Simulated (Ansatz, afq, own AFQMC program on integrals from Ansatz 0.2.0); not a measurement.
**GeHO, quartet in cc-pVDZ, levels against CCSDT(Q)**

| atom | x (Å) | y (Å) | z (Å) |
| --- | --- | --- | --- |
| Ge | 0.0000 | -0.0569 | 0.6121 |
| O | 0.0000 | 0.1754 | -2.8642 |
| H | 0.0000 | 1.3182 | 1.3543 |

Connectivity, by distances: GeH ··· O.

Basis cc-pVDZ. Only valence electrons are correlated. Ansatz 0.2.0 and our own AFQMC program on the same integrals; the CISD trial comes from CCSD amplitudes, and released means the phaseless constraint is let go. Uncertainties: one standard error, sampling alone. No spin–orbit coupling.

Determinant: UHF, the one that the program's search chose, which needn't be the lowest solution. The geometry is a point of a scan.

No full CI on the walks' own integrals is used here; CCSDT(Q) serves as the reference and is uncertain by about the last step of the cluster series.

Cautions: no relativity below Rb; no spin-orbit coupling; inner d shell frozen; lower spins were not checked.

```
T1 diagnostic                               : 0.0109
weight of the determinant in the CISD state : 0.906
⟨S²⟩ of the determinant                     : 3.768
size of the correlated space                : 11 electrons in 31 orbitals
```

```csv
level,correlation energy (eV)
MP2,-4.4450
CCSD,-5.4418
CCSD(T),-5.5030
```

(1) Estimate where AFQMC with the constraint released lies against CCSD(T) on the same integrals.

(1) 0.31 ± 0.36 mEh below CCSD(T). The gap is under twice the noise, so this walk alone can't tell the two apart.

Reference: CCSDT(Q), correlation energy -5.523 eV. The released energy is read at 1.62 1/Eh, later times being too noisy (meV from the phaseless value at times in 1/Eh: -1 ± 9 at 0.24, 0 ± 8 at 0.51, 9 ± 10 at 0.99, -2 ± 10 at 1.62, -5 ± 13 at 2.40).

```csv
level,E − E(reference) (mEh),share of correlation (%)
CCSD(T),0.73,99.64
CCSDT,0.13,99.94
ph-AFQMC/HF,4.60 ± 1.49,97.73
ph-AFQMC/CISD,0.51 ± 0.24,99.75
released AFQMC,0.42 ± 0.36,99.79
```

A walk keeps the symmetry of its determinant, which the program's search chose and which needn't be the lowest solution, so a lower state of the same spin and another symmetry isn't excluded. Released energies are given only where the last usable release times agree within the noise; a slower fall can still hide under it.
